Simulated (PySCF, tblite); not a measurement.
**Complex of fluorosilane and water**

A gas-phase complex of fluorosilane and water; neutral, singlet. The structure comes from a short search (6 tight-binding starts) and was relaxed by PBE0-D3(BJ)/def2-TZVPD; another way of binding may lie lower. No frequency run checks that it is a minimum.

Parts: 1 = fluorosilane (F[SiH3]), atoms 1–5; 2 = water (O), atoms 6–8.

```tsv
atom	part	x (Å)	y (Å)	z (Å)
Si1	1	-0.075	0.031	-0.228
F2	1	1.349	0.198	0.511
H3	1	-0.412	1.366	-0.764
H4	1	-1.015	-0.440	0.814
H5	1	0.148	-0.976	-1.291
O6	2	-2.499	-0.228	-1.417
H7	2	-2.445	-0.148	-2.373
H8	2	-2.823	-1.118	-1.255
```

| contact | kind (by geometry) | distance (Å) | angle (°) |
| --- | --- | --- | --- |
| F2–Si1···O6 | tetrel bond | 2.713 | 179 |

Interaction energies are complex less parts, with the parts frozen as they stand in it; counterpoise-corrected, in kcal/mol (PySCF). The CCSD(T) estimate is Hartree-Fock/aug-cc-pVQZ, plus the MP2 correlation part extrapolated as X⁻³ from aug-cc-pVTZ and aug-cc-pVQZ, plus CCSD(T) less MP2 in aug-cc-pVDZ; noble-gas cores are frozen. It isn't the exact limit.

| level | interaction | superposition error removed |
| --- | --- | --- |
| Hartree-Fock/aug-cc-pVQZ | -1.40 | - |
| wB97M-D3(BJ)/def2-TZVPD | -4.63 | -0.13 |
| PBE0-D3(BJ)/def2-TZVPD | -4.56 | -0.13 |
| MP2/aug-cc-pVQZ | -4.06 | -0.23 |

What does CCSD(T) at its estimated basis limit give, and which of these levels comes nearest?

-4.23 kcal/mol. MP2/aug-cc-pVQZ is nearest, off by +0.17; the errors are Hartree-Fock/aug-cc-pVQZ +2.83, wB97M-D3(BJ)/def2-TZVPD -0.40, PBE0-D3(BJ)/def2-TZVPD -0.33, MP2/aug-cc-pVQZ +0.17.

What holds them together? Decompose the wB97M-D3(BJ)/def2-TZVPD energy: frozen parts, their antisymmetrised product, then relaxation.

electrostatic -9.8, Pauli repulsion +10.4, orbital relaxation -4.2, dispersion correction -1.2 kcal/mol, which sum to the value before the counterpoise correction; the Pauli term holds the exchange-correlation of the frozen density too. Of the attraction, 65 % is electrostatic, 28 % is orbital relaxation, 8 % is dispersion correction.

The parts were also relaxed and run alone, at the levels used for the complex: shieldings by PBE0/pcSseg-2; core levels by delta-SCF with SCAN, pcX-2 on the ionised atom and pcseg-1 elsewhere, spin-free X2C (2p3/2 is the spin-free 2p value less a third of a first-order spin-orbit splitting).

Values alone: F2–Si1 bond (Å): 1.601; shielding of Si1 (ppm): 359.4; shielding of O6 (ppm): 329.1; shielding of F2 (ppm): 411.5; Si1 2p3/2 core level (eV): 108.42; F2 1s core level (eV): 692.72; O6 1s core level (eV): 539.76.

What does binding change?


```tsv
property	alone	in the complex	change
F2–Si1 bond (Å)	1.601	1.613	+0.012
shielding of Si1 (ppm)	359.4	377.7	+18.3
shielding of O6 (ppm)	329.1	313.4	-15.7
shielding of F2 (ppm)	411.5	378.7	-32.9
Si1 2p3/2 core level (eV)	108.42	107.69	-0.73
F2 1s core level (eV)	692.72	691.88	-0.84
O6 1s core level (eV)	539.76	540.35	+0.59
```

The 5 runs behind this took 3.9 min in all, one thread each of Arm Neoverse V2 on a shared host, launched as `OMP_NUM_THREADS=1 python cluster_run.py task.json out`.
